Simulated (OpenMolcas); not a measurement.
# OCS (SMILES O=C=S): methods side by side

OCS has 3 atoms, charge 0, and is taken as a singlet. SMILES: `O=C=S`. The shape is that of a PBE0-D4/def2-TZVP optimisation.

```xyz
3

O     0.9220    0.6844    0.5821
C     0.0967    0.0718    0.0611
S    -1.0187   -0.7562   -0.6432
```

Quantity: the dipole moment, in D. The values are calculated.

**What was measured.** NIST CCCBDB gives the dipole moment of the gas as 0.71 D.

```csv
level,kind,program,value (D),computed − measured,CPU time
HF/def2-TZVP,Hartree–Fock,OpenMolcas,0.73,+0.02,12 s
PBE/def2-TZVP,GGA,OpenMolcas,0.67,-0.04,24 s
revPBE/def2-TZVP,GGA,OpenMolcas,0.64,-0.07,23 s
M06-L/def2-TZVP,meta-GGA,OpenMolcas,0.61,-0.10,27 s
r2SCAN/def2-TZVP,meta-GGA,OpenMolcas,0.68,-0.03,28 s
B3LYP/def2-TZVP,global hybrid,OpenMolcas,0.75,+0.04,26 s
BHLYP/def2-TZVP,global hybrid,OpenMolcas,0.78,+0.07,21 s
PBE0/def2-TZVP,global hybrid,OpenMolcas,0.70,-0.01,24 s
```

Nearest: PBE0/def2-TZVP (-0.01 D); farthest: M06-L/def2-TZVP (-0.10 D). The measured dipole is a vibrational average, so differences of a few hundredths of a debye mean little. Computed less measured by kind, in D (def2-TZVP rows): Hartree–Fock +0.02; GGA -0.07 to -0.04; meta-GGA -0.10 to -0.03; global hybrid -0.01 to +0.07. Magnitudes only: a small dipole may point the other way at some levels. Times are those of the runs behind each value, whatever else they computed, on shared processors of several kinds: orders of magnitude only.
